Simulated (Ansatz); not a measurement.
MgCl₂⁻ (the lowest doublet isomer of a short search). Total charge -1; doublet. Geometry PBE0-D4/def2-TZVPD, basis def2-TZVPD, Ansatz.

```xyz
3

Mg   -0.0978   -0.7709   -0.1002
Cl    1.9411    0.2219   -0.5386
Cl   -1.8433    0.5491    0.6388
```

| run | HOMO (eV) | LUMO (eV) |
| --- | --- | --- |
| A | 0.45 | 1.95 |
| B | -1.46 | 3.50 |
| C | 0.23 | 2.08 |
| D | 0.76 | 1.79 |
| E | -0.15 | 2.41 |
| F | 0.77 | 0.95 |

HSE06 is defined as in plane-wave codes, on full-range PBE exchange. The structure comes from a short search, and lower isomers may exist.

HOMO and LUMO are taken over both spins.

Problem. The runs used B97M-V, BLYP, HSE06, PBE0, r2SCAN, ωB97M-V. Estimate which is which.

Solution. A r2SCAN (0 % exact exchange); B ωB97M-V (range-separated); C HSE06 (range-separated); D BLYP (0 % exact exchange); E PBE0 (25 % exact exchange); F B97M-V (0 % exact exchange). Exact exchange lowers occupied and raises empty levels; among semilocal functionals meta-GGAs tend to open the gap a little, and such runs are hard to tell apart. The gap grows from 0.18 eV (B97M-V) to 4.96 eV (ωB97M-V). At r2SCAN-D4/def2-TZVPD, HSE06-D4/def2-TZVPD, BLYP-D4/def2-TZVPD, B97M-V/def2-TZVPD the highest occupied level of the charge -1 doublet lies above zero (up to 0.77 eV). By energy differences its removal costs 1.78 eV (vertical, to the charge 0 singlet, at CCSD(T)/def2-TZVPPD).
